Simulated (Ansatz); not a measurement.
Geometry optimisation, RKS BHLYP-D4/6-31G* (Ansatz 0.2.0).

The input (input.yaml):

```yaml
crystal:
  periodic: [false, false, false]
  atoms:
    - { symbol: B, position_ang: [-0.197056, 0.496784, -0.32971] }
    - { symbol: H, position_ang: [-0.072045, -0.15565, 1.975778] }
    - { symbol: H, position_ang: [0.815921, -0.087775, -0.502731] }
    - { symbol: O, position_ang: [-1.407807, -0.034243, -0.493073] }
    - { symbol: H, position_ang: [-1.390049, -0.954065, -0.755898] }
    - { symbol: Cl, position_ang: [-0.107171, 2.256026, 0.137324] }
    - { symbol: H, position_ang: [0.051007, 0.533223, 2.05151] }
basis:
  gaussian: { orbitals: "6-31G*" }
hamiltonian:
  xc: { name: BHLYP }
  dispersion: d4
relax:
  f_tol: 0.03
  max_steps: 50
output:
  orbitals: {}
```

Launched with:

```bash
$ ansatz run input.yaml --threads 1 --pin off --max-ram 2048MiB --backend cpu --events-out ev --progress --plain --runs-dir out
```

Where does it end, and by what steps?

The run converged. The force dipped under the threshold on the way, but the program's further checks kept it going. After 10 steps the energy has fallen by 0.207 eV; H2 moved furthest, 0.68 Å.

```json
{"step": "0", "energy less start (eV)": "0.0000", "largest force component (eV/Å)": "1.368", "accepted": "yes"}
{"step": "1", "energy less start (eV)": "-0.1475", "largest force component (eV/Å)": "0.715", "accepted": "yes"}
{"step": "2", "energy less start (eV)": "-0.1881", "largest force component (eV/Å)": "0.542", "accepted": "yes"}
{"step": "3", "energy less start (eV)": "-0.1989", "largest force component (eV/Å)": "0.365", "accepted": "yes"}
{"step": "4", "energy less start (eV)": "-0.1805", "largest force component (eV/Å)": "1.498", "accepted": "no"}
{"step": "5", "energy less start (eV)": "-0.2034", "largest force component (eV/Å)": "0.263", "accepted": "yes"}
{"step": "6", "energy less start (eV)": "-0.2061", "largest force component (eV/Å)": "0.138", "accepted": "yes"}
{"step": "7", "energy less start (eV)": "-0.2067", "largest force component (eV/Å)": "0.037", "accepted": "yes"}
{"step": "8", "energy less start (eV)": "-0.2068", "largest force component (eV/Å)": "0.017", "accepted": "yes"}
{"step": "9", "energy less start (eV)": "-0.2069", "largest force component (eV/Å)": "0.035", "accepted": "yes"}
{"step": "10", "energy less start (eV)": "-0.2071", "largest force component (eV/Å)": "0.030", "accepted": "yes"}
```

```xyz
7
Properties=species:S:1:pos:R:3
B -0.231 0.592 -0.587
H -0.020 -0.338 2.628
H 0.783 -0.008 -0.716
O -1.436 0.025 -0.684
H -1.388 -0.913 -0.866
Cl -0.154 2.318 -0.255
H 0.139 0.378 2.564
```

Whether the end is a true minimum wasn't checked by a vibrational analysis.

The run took 18 s on 1 thread of Arm Neoverse V2, with other jobs on the host, peak memory 0.12 GiB.
